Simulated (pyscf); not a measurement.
5 gas-phase steps of one pattern: atom transfer on the doublet surface, Br–H or Cl–H broken and Br–Si or Cl–Ge or Cl–Si formed. Single points on ωB97X-D3(BJ)/def2-SVP structures (PySCF, gas phase). Electronic energies in kcal/mol, from the separated reactants; ΔE‡ at ωB97M-D3(BJ)/def2-TZVP, beside the barrier at r²SCAN/def2-TZVP on the same structures. Rows were drawn at random from the steps of this pattern with a verified saddle, stable references and no exit in the data more than 5 kcal/mol lower.

```tsv
row	step	ΔE‡(r²SCAN)	ΔE‡
1	H₃C–SiH•–Cl (SMILES C[SiH]Cl) + HCl (SMILES Cl) -> H₃C–SiH(Cl)–Cl (SMILES C[SiH](Cl)Cl) + H• (SMILES [H])	7.9	13.4
2	H₃C–Si•(Cl)–Cl (SMILES C[Si](Cl)Cl) + HCl (SMILES Cl) → H₃C–Si(Cl)(Cl)–Cl (SMILES C[Si](Cl)(Cl)Cl) + H• (SMILES [H])	8.4	13.8
3	H₂N–Si•(Cl)–Cl (SMILES N[Si](Cl)Cl) + HCl (SMILES Cl) -> H₂N–Si(Cl)(Cl)–Cl (SMILES N[Si](Cl)(Cl)Cl) + H• (SMILES [H])	9.1	?
4	HBr (SMILES Br) + •H₂Si–Br (SMILES [SiH2]Br) → Br–SiH₂–Br (SMILES Br[SiH2]Br) + H• (SMILES [H])	4.8	10.6
5	HCl (SMILES Cl) + Cl–GeH•–Cl (SMILES [Cl][GeH][Cl]) → Cl–GeH(Cl)–Cl (SMILES [Cl][GeH]([Cl])[Cl]) + H• (SMILES [H])	15.8	24.1
```

Problem. From a straight line through the complete rows, estimate the missing barrier and say how far the line can be trusted.

Solution. Over the 4 complete rows the means are +9.2 (ΔE‡(r²SCAN)) and 15.5 (ΔE‡); least squares gives b = 1.26 and a = 3.9 kcal/mol, with residuals of 0.5 kcal/mol (root mean square; largest 0.7, row 2). For row 3: 3.9 + 1.26 × (+9.1) = 15.4 kcal/mol. The computed barrier is 14.4 kcal/mol, 1.0 under the line. The line follows the complete rows closely. Each barrier is that of the saddle found. Elements up to Kr have no core potential and no relativistic terms here.
